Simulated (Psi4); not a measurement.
**CH4BO (SMILES [BH]OC): UB3LYP/aug-cc-pVDZ (sweep point 7)**

Aim: the vertical doublet–quartet gap of CH4BO at UB3LYP/aug-cc-pVDZ (sweep point 7), from 2 runs. 

The calculation is run with Psi4 1.11.

4 further runs of the same task are left out: 4 set aside as unsound or not needed.

## (1) The structure to begin with

CH4BO: 7 atoms, total charge 0, spin state doublet. SMILES: `[BH]OC`. Geometry: relaxed at PBE0-D4/def2-TZVP. This is one conformer, not always the lowest.

Bond lengths: B1–O2 1.320 Å, O2–C3 1.426 Å, B1–H4 1.207 Å, C3–H5 1.093 Å, C3–H6 1.090 Å, C3–H7 1.090 Å. Angles: B1–O2–C3 124.1°, O2–B1–H4 124.7°, O2–C3–H5 110.9°, O2–C3–H6 108.4°, O2–C3–H7 108.4°, H5–C3–H6 109.9°, H5–C3–H7 109.9°, H6–C3–H7 109.2°.

## (2) The energy at UB3LYP/aug-cc-pVDZ (sweep point 7)

Input file input.inp:

```
memory 1.6 GB

molecule {
  0 2
  B     -1.319600    -1.025700    -0.172900
  O     -0.272400    -0.707100     0.564500
  C      0.642200     0.338600     0.243900
  H     -1.628500    -0.474200    -1.201600
  H      0.357800     0.834000    -0.687600
  H      0.643000     1.059300     1.062300
  H      1.638900    -0.092800     0.145600
  symmetry c1
}

set {
  basis                aug-cc-pVDZ
  reference            uks
  puream               true
  scf_type             pk
  dft_radial_points    99
  dft_spherical_points 590
  d_convergence        1e-10
  e_convergence        1e-10
  maxiter              150
}

energy("b3lyp")
print_variables()
```

Launch:

```
$ psi4 -i input.inp -o input.out -n 1
```

input.out, shortened:

```text
[...]
  Running in c1 symmetry.
[...]
  Nuclear repulsion =   64.636182110939899
[...]
  Multiplicity = 2
[...]
  Nalpha       = 12
  Nbeta        = 11
[...]
    Number of basis functions: 105
[...]
   @UKS iter   1:  -140.29984569218058   -4.12865e-01   6.86797e-03 ADIIS/DIIS
[...]
   @UKS iter  16:  -140.55258901605401    0.00000e+00   3.83767e-11 DIIS
[...]
   @S^2 Observed:                7.521295416E-01
[...]
    Orbital Energies [Eh]
    ---------------------
    Alpha Occupied:
       1A    -19.189200     2A    -10.253571     3A     -6.794639
       4A     -1.067368     5A     -0.726128     6A     -0.551922
       7A     -0.487422     8A     -0.479350     9A     -0.424094
      10A     -0.357067    11A     -0.347610    12A     -0.192011
    Alpha Virtual:
      13A     -0.031323    14A     -0.010138    15A      0.017071
      16A      0.022746    17A      0.026067    18A      0.033447
      19A      0.046722    20A      0.056953    21A      0.069085
      22A      0.086440    23A      0.097592    24A      0.101274
      25A      0.114681    26A      0.137470    27A      0.138607
[...]
  @UKS Final Energy:  -140.55258901605401
   => Energetics <=
    Nuclear Repulsion Energy =             64.6361821109398988
    One-Electron Energy =                -317.5142894272106560
    Two-Electron Energy =                 128.1366689438509638
    DFT Exchange-Correlation Energy =     -15.8111506436342211
    Empirical Dispersion Energy =           0.0000000000000000
    VV10 Nonlocal Energy =                  0.0000000000000000
    Total Energy =                       -140.5525890160540143
[...]
 Multipole Moments:
 ------------------------------------------------------------------------------------
     Multipole            Electronic (a.u.)      Nuclear  (a.u.)        Total (a.u.)
 ------------------------------------------------------------------------------------
 L = 1.  Multiply by 2.5417464519 to convert [e a0] to [Debye]
 Dipole X            :         -2.2480763            2.8663415            0.6182653
 Dipole Y            :         -2.6650705            3.3377730            0.6727025
 Dipole Z            :          0.9069472           -1.0806841           -0.1737369
 Magnitude           :                                                    0.9300350
[...]
```

Wall time 52 s (1 thread of Intel Xeon Platinum 8375C at 2.90GHz (Ice Lake), shared host); peak memory 0.68 GiB.

## (3) The quartet, same level

Input file input.dat:

```
memory 1.6 GB

molecule geom {
  0 4
  B     -1.319600    -1.025700    -0.172900
  O     -0.272400    -0.707100     0.564500
  C      0.642200     0.338600     0.243900
  H     -1.628500    -0.474200    -1.201600
  H      0.357800     0.834000    -0.687600
  H      0.643000     1.059300     1.062300
  H      1.638900    -0.092800     0.145600
  symmetry c1
}

set {
  basis                aug-cc-pVDZ
  reference            uks
  puream               true
  scf_type             pk
  dft_radial_points    99
  dft_spherical_points 590
  d_convergence        1e-10
  e_convergence        1e-10
  maxiter              150
}

result, w = energy('b3lyp', return_wfn=True)
```

Launch:

```
$ psi4 -i input.dat -o output.dat -n 1
```

output.dat, shortened:

```text
[...]
  Running in c1 symmetry.
[...]
  Nuclear repulsion =   64.636182110939899
[...]
  Multiplicity = 4
[...]
  Nalpha       = 13
  Nbeta        = 10
[...]
    Number of basis functions: 105
[...]
   @UKS iter   1:  -140.08910820571415   -2.02128e-01   5.29961e-03 ADIIS/DIIS
[...]
   @UKS iter  21:  -140.29647107099493    1.98952e-13   2.47778e-11 DIIS
[...]
   @S^2 Observed:                3.755397250E+00
[...]
    Orbital Energies [Eh]
    ---------------------
    Alpha Occupied:
       1A    -19.332153     2A    -10.325833     3A     -6.743001
       4A     -1.193422     5A     -0.810916     6A     -0.635014
       7A     -0.602122     8A     -0.570471     9A     -0.473229
      10A     -0.454494    11A     -0.380501    12A     -0.173406
      13A     -0.104917
    Alpha Virtual:
      14A     -0.035750    15A     -0.006493    16A      0.002539
      17A      0.012235    18A      0.033610    19A      0.044491
      20A      0.047110    21A      0.056316    22A      0.074123
      23A      0.076235    24A      0.077745    25A      0.101237
[...]
  @UKS Final Energy:  -140.29647107099493
   => Energetics <=
    Nuclear Repulsion Energy =             64.6361821109398988
    One-Electron Energy =                -315.9811102464021815
    Two-Electron Energy =                 126.8062173147172302
    DFT Exchange-Correlation Energy =     -15.7577602502498877
    Empirical Dispersion Energy =           0.0000000000000000
    VV10 Nonlocal Energy =                  0.0000000000000000
    Total Energy =                       -140.2964710709949259
[...]
 Multipole Moments:
 ------------------------------------------------------------------------------------
     Multipole            Electronic (a.u.)      Nuclear  (a.u.)        Total (a.u.)
 ------------------------------------------------------------------------------------
 L = 1.  Multiply by 2.5417464519 to convert [e a0] to [Debye]
 Dipole X            :         -0.7371743            2.8663415            2.1291672
 Dipole Y            :         -1.9811571            3.3377730            1.3566159
 Dipole Z            :          1.6891113           -1.0806841            0.6084272
 Magnitude           :                                                    2.5969104
[...]
```

It took 67 s on 1 thread of Intel Xeon Platinum 8375C at 2.90GHz (Ice Lake), shared host; peak memory 0.68 GiB.

## (4) Results

At UB3LYP/aug-cc-pVDZ (sweep point 7):

| quantity | value |
| --- | --- |
| doublet: total energy | -140.55259 Eh |
| doublet: dipole moment | 2.36 D |
| doublet: HOMO energy (highest over α and β) | -5.22 eV |
| doublet: LUMO energy (lowest over α and β) | -1.49 eV |
| doublet: ⟨S²⟩ | 0.752 |
| quartet: total energy | -140.29647 Eh |
| quartet: dipole moment | 6.60 D |
| quartet: HOMO energy (highest over α and β) | -2.85 eV |
| quartet: ⟨S²⟩ | 3.755 |
| vertical energy of the quartet above the doublet | 6.969 eV |

In words: At this shape the quartet lies 6.97 eV (161 kcal/mol) above the doublet.
